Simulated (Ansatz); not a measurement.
## Reading a saddle point

A first-order saddle point of SiNH$_{7}$, singlet, PBE0-D4/def2-TZVP, with one imaginary mode of 1359i cm⁻¹:

| atom | x (Å) | y (Å) | z (Å) |
| --- | --- | --- | --- |
| Si1 | -0.0146 | -0.0435 | 0.8220 |
| H2 | 1.6359 | 0.0550 | -0.0566 |
| H3 | 0.4822 | -1.3389 | 1.3447 |
| H4 | -1.4863 | -0.1095 | 1.1852 |
| H5 | 0.4006 | 1.2193 | 1.4786 |
| H6 | 0.8617 | 0.0762 | -0.9345 |
| N7 | -0.3270 | 0.0435 | -1.0303 |
| H8 | -0.8023 | 0.8770 | -1.3612 |
| H9 | -0.7502 | -0.7791 | -1.4479 |

Ansatz 0.2.0; basis: def2-TZVPP and def2-QZVPP; cores frozen in the correlated methods. Extrapolation: Hartree–Fock as exp(−7.88 √X), correlation as X^−2.97.

Question: Which contacts change along the imaginary mode, and what lies on either side? (A judgement: the text doesn't fix the answer.)

Answer: Computed: The step is SiH₄ + NH₃ → SiNH₅ ([NH2][SiH3]) + H₂, with the molecules in contact on both sides. Shortening one way: Si1–N7, H2–H6; lengthening the same way: Si1–H2, H6–N7.
```json
{"pair": "Si1–N7", "one side (Å)": "3.02", "saddle (Å)": "1.88", "other side (Å)": "1.72"}
{"pair": "H2–H6", "one side (Å)": "3.15", "saddle (Å)": "1.17", "other side (Å)": "0.75"}
{"pair": "Si1–H2", "one side (Å)": "1.48", "saddle (Å)": "1.87", "other side (Å)": "4.23"}
{"pair": "H6–N7", "one side (Å)": "1.01", "saddle (Å)": "1.19", "other side (Å)": "2.72"}
```

Question: Which side is lower, and how far does the saddle lie above each? (To be estimated.)

Answer: By the calculation: The side with Si1–N7, H2–H6 short is lower by 14.4 kJ/mol; the saddle lies 211.2 kJ/mol above it and 196.8 kJ/mol above the other (CCSD(T) at an estimated basis limit (MP2 extrapolated from triple and quadruple zeta, plus CCSD(T) − MP2 in triple zeta); electronic energies).

The T1 diagnostic stays at or below 0.012.

Labels in which every atom is bracketed show which atoms are joined, not bond orders.

For scale, one of the runs: CCSD(T)/def2-TZVPP, 171 basis functions, launched by `ansatz run in.yaml --threads 2 --pin off --events-out ev --progress --plain --max-ram 4352MiB`. Hardware: 2 CPU threads of an Intel Xeon 6975P-C, shared host. Wall time 7.5 s; peak host memory 1.6 GiB.
